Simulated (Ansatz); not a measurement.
**Scan of GeH2⁺, doublet**

Starting geometry (PBE0/def2-TZVP stationary point for this spin, not checked as a minimum):

```xyz
3

Ge    0.0000   -0.0207    0.0000
H     0.0000    0.7445   -1.3499
H     0.0000    0.7445    1.3499
```

From there all distances are scaled together; atoms are numbered as listed. Energies are in kJ/mol, counted from the starting geometry at the same level.

Basis aug-cc-pVDZ; Ansatz 0.2.0. Only valence electrons are correlated (noble-gas cores and the filled d shells of p-block atoms frozen). Prefix R: restricted or restricted open-shell reference; prefix U: unrestricted. Active spaces: valence = (5e, 6o) chosen from the atoms' valence shells. No spin–orbit coupling is included, and no scalar relativity.

Unrestricted rows (U) aren't spin-pure: their determinants' ⟨S²⟩ exceeds S(S+1) by up to 0.49, so they mix in states of higher spin. Coupled cluster chose its determinant by trial CCSD, here up to 0.49 eV above the lowest Hartree–Fock solution of its kind. Runs in a small pair space aren't shown, since their orbitals change along the scan. A value is left out where its run failed or describes another state than the reference as far as symmetry and spin tell, or, spin-broken singlets apart, can't be checked.

Full CI is exact within this basis and frozen core; it isn't the basis-set limit. The frozen core follows each run's orbitals, which can shift R against U totals by a few meV for light atoms and by up to 0.1 eV past Ca.

```tsv
scale of all distances	full CI	error RCCSD	error UCCSD	error UCCSD(T)	error CASSCF (valence space)	error NEVPT2 (valence space)	error MRCISD+Q (valence space)
0.895	54.8	-1.2	-1.2	-0.5	5.4	1.3	-0.5
1.000	0.0	0.0	0.0	0.0	0.0	0.0	0.0
1.104	26.6	1.9	1.7	0.7	-5.9	-2.1	0.3
1.314	155.1	8.3	6.4	2.9	-17.2	-6.9	0.5
1.498	260.1	16.2	10.3	4.9	-25.6	-10.5	0.2
1.750	–	–	–	–	–	–	–
2.027	–	–	–	–	–	–	–
2.374	–	–	–	–	–	–	–
```

Errors are those of relative energies. In total energy the starting point itself misses full CI by: RCCSD 5.3, UCCSD 4.7, UCCSD(T) 0.9, CASSCF (valence space) 122.2, NEVPT2 (valence space) 37.0, MRCISD+Q (valence space) -0.1 kJ/mol.

Spread of the error over the points with a reference, to 1.498 (largest less smallest): MRCISD+Q (valence space) 0.9, UCCSD(T) 5.4, UCCSD 11.5, NEVPT2 (valence space) 11.8, RCCSD 17.4, CASSCF (valence space) 30.9 kJ/mol.

Going outwards, the relative energy of CASSCF (valence space) first misses by more than 4.2 kJ/mol (1 kcal/mol) at 1.104.

Going outwards, the relative energy of NEVPT2 (valence space) first misses by more than 4.2 kJ/mol (1 kcal/mol) at 1.314.
